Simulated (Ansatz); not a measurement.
`C=C=C(N)F`, relaxed with RKS PBE0-D4/def2-TZVP in the Gaussian-basis code of Ansatz from a PBE-D4/def2-SVP geometry. The force threshold is 0.005 eV/Å; the program also tests the step.

Total charge 0; spin multiplicity 1.

Start:

```xyz
9

C     0.187   -0.891   -1.671
C     0.314   -0.251   -0.525
C     0.394    0.276    0.691
N    -0.646    0.641    1.541
F     1.599    0.474    1.281
H     0.263   -0.375   -2.649
H    -0.004   -1.982   -1.721
H    -0.535    1.585    1.933
H    -1.571    0.523    1.120
```

(1) By how much does the energy fall, and how many steps does the optimiser take? (Estimate.)

(2) Which bonds change most? (Best estimate.)

(3) Give the relaxed structure. (An estimate is asked.)

## Answers

(1) Computed: 5.72 kJ/mol, in 13 steps, 3 of them rejected.

(2) The calculation gave: C2–C3 from 1.328 to 1.306 Å; C1–H6 from 1.108 to 1.088 Å; C1–H7 from 1.108 to 1.089 Å; C1–C2 from 1.319 to 1.301 Å.

(3) Ansatz gave: 
```xyz
9

C     0.182   -0.882   -1.650
C     0.302   -0.278   -0.504
C     0.386    0.262    0.681
N    -0.639    0.645    1.527
F     1.583    0.458    1.258
H     0.256   -0.345   -2.593
H     0.011   -1.955   -1.718
H    -0.529    1.588    1.879
H    -1.551    0.508    1.119
```
